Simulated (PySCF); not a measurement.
Can point charges reproduce the dipole moment of 1,2,5-thiadiazole (`c1cnsn1`)?

Coordinates (GFN2-xTB, Å) and charges (e) from the PBE0/pcSseg-1 density (PySCF):

| atom | x | y | z | Mulliken | IAO | Hirshfeld | ESP-fitted |
| --- | --- | --- | --- | --- | --- | --- | --- |
| C1 | -0.391 | 0.723 | 0.058 | +0.0639 | -0.0764 | -0.0043 | +0.1505 |
| C2 | -0.462 | -0.680 | -0.031 | +0.0642 | -0.0764 | -0.0043 | +0.1505 |
| N3 | 0.721 | -1.245 | -0.113 | -0.4590 | -0.4470 | -0.1917 | -0.4227 |
| S4 | 1.856 | -0.089 | -0.080 | +0.5435 | +0.6903 | +0.2547 | +0.3805 |
| N5 | 0.844 | 1.170 | 0.041 | -0.4589 | -0.4471 | -0.1916 | -0.4199 |
| H6 | -1.213 | 1.410 | 0.135 | +0.1231 | +0.1783 | +0.0686 | +0.0800 |
| H7 | -1.351 | -1.284 | -0.037 | +0.1232 | +0.1783 | +0.0687 | +0.0811 |

Question: Form Σ q r in debye for every column and set it beside the full dipole.

Answer: The full density gives (-1.46, 0.07, 0.06) D, 1.46 D in size; dipole vectors point from the negative to the positive end.

```
    scheme     μx     μy     μz  size (D)  share of the full size (%)  angle to the full dipole (°)
  Mulliken  -0.38   0.02   0.02      0.38                          26                             0
       IAO   0.91  -0.04  -0.04      0.91                          63                           180
 Hirshfeld   0.00   0.00   0.00      0.00                           0                             –
ESP-fitted  -1.38   0.08   0.06      1.39                          95                             0
```

Question: Which set comes closest?

Answer: Length of the difference vector: ESP-fitted 0.08 D, Mulliken 1.08 D, Hirshfeld 1.46 D, IAO 2.37 D. Closest: ESP-fitted. The schemes that divide the density aren't constrained to reproduce the dipole.

Question: What is left for the Hirshfeld atoms' own dipoles?

Answer: The shares of the density sum to the whole, so what Σ q r misses lies in dipoles about the nuclei. The atomic dipoles sum to (-1.46, 0.07, 0.06) − (0.00, 0.00, 0.00) = (-1.46, 0.07, 0.06) D, 1.46 D in size.

Question: With the origin at the mean of the coordinates, (0.000, 0.001, -0.004) Å, which are the largest single terms, by size, of the ESP-fitted dipole along the direction of the full one?

Answer: S4 -3.40, N3 +1.59, N5 +1.58, H7 +0.50, H6 +0.49 D; all 7 atoms together +1.39 D. The single terms depend on the origin, their sum doesn't.

Question: Give the size of the full dipole in other units.

Answer: 1.46 D = 0.575 au = 0.304 e·Å = 4.87 × 10⁻³⁰ C·m.

Geometry: GFN2-xTB; no solvent, vibrations or thermal averaging.
